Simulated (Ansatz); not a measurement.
Geometry optimisation, RKS r2SCAN-D4/def2-SVP (Ansatz).

Input file:

```yaml
crystal:
  periodic: [false, false, false]
  atoms:
    - { symbol: B, position_ang: [0.0, 0.0, 0.0] }
    - { symbol: H, position_ang: [0.7099, 0.0, 1.1951] }
    - { symbol: O, position_ang: [1.6038, 0.0, 0.1408] }
    - { symbol: H, position_ang: [1.9037, -0.9519, -0.0141] }
    - { symbol: "N", position_ang: [-1.3423, 0.0, -0.775] }
    - { symbol: H, position_ang: [-2.0112, -0.8164, -0.6764] }
    - { symbol: H, position_ang: [-1.5914, 0.8164, -1.4036] }
basis:
  gaussian: { orbitals: def2-SVP }
hamiltonian:
  xc: r2scan
  dispersion: d4
relax:
  f_tol: 0.15
  max_steps: 25
  restrain:
    - { distance: [1, 2], at: 2.21, k: 30.0 }
    - { distance: [0, 1], at: 1.19, k: 30.0 }
    - { distance: [0, 2], at: 1.41, k: 30.0 }
```

Run as:

```bash
$ ansatz run input.yaml --threads 1 --pin off --max-ram 2048MiB --backend cpu --events-out ev --progress --plain --runs-dir out
```

Where does it end, and by what steps?

It converged. The restraints hold the end off the free minimum; the threshold counts their pulls, which the force column leaves out. Restrained pairs: H2–O3 (1.38 → 2.22 Å), B1–H2 (1.39 → 1.19 Å), B1–O3 (1.61 → 1.38 Å). After 8 steps the energy has fallen by 6.267 eV (the restraints' own energy left out); H2 moved furthest, 0.90 Å.

| step | energy less start (eV) | largest force component (eV/Å) | accepted |
| --- | --- | --- | --- |
| 0 | 0.0000 | 4.735 | yes |
| 1 | -1.8878 | 3.624 | yes |
| 2 | -3.3231 | 3.166 | yes |
| 3 | -4.5980 | 2.006 | yes |
| 4 | -5.4883 | 1.291 | yes |
| 5 | -5.8347 | 1.038 | yes |
| 6 | -6.1567 | 0.562 | yes |
| 7 | -6.2623 | 0.671 | yes |
| 8 | -6.2667 | 0.659 | yes |

```xyz
7
Properties=species:S:1:pos:R:3
B 0.080 -0.248 0.103
H 0.059 -0.624 1.236
O 1.302 -0.066 -0.523
H 2.028 -0.281 0.069
N -1.092 0.020 -0.617
H -2.016 -0.090 -0.221
H -1.087 0.337 -1.580
```

Time of the run: 37 s on 1 thread of Arm Neoverse N1 (shared host), peak memory 0.13 GiB.
